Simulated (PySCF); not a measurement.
# AlFH4: the cost of one run

Programs: PySCF 2.14.0. All values are calculated, for the isolated system unless a continuum is named. Atoms count from 0, parts from 1.

## 1. Starting point

6 atoms, charge 0, multiplicity 1; geometry: GFN2-xTB. Parts: 1 = atoms 0–3, `[AlH3]`, charge 0; 2 = atoms 4–5, `F`, charge 0. In the given geometry H2 and H5 of different parts have joined to H2 (0.82 Å), so values for the parts refer to these atom groups.

## 2. Optimising the geometry at PBE0-D3(BJ)/def2-SVPD

What the job is given:

```
{"job": {"xc": "PBE0", "basis": "def2-SVPD", "d3": "d3bj", "grid": 2, "kind": "geom"}, "charge": 0, "multiplicity": 1, "parts": [{"atoms": "0-3", "charge": 0, "multiplicity": 1}, {"atoms": "4-5", "charge": 0, "multiplicity": 1}]}
Al    -0.158400    -0.263496    -0.436031
H     -1.312822     0.267912    -1.295730
H     -1.114986    -1.673804     0.725479
H      0.412827     0.588627     0.703965
F      0.745725    -1.507115    -1.024677
H     -1.438769    -2.280728     1.177370
```

Run with:

```bash
> OMP_NUM_THREADS=1 python cluster_run.py task.json out
```

This one command runs all jobs of the session in turn.

**Question.** How long does this first job take on 1 thread of Intel Xeon 6975P-C, shared host, and how much memory does it need?

About 19 s, with a peak of 0.38 GiB.
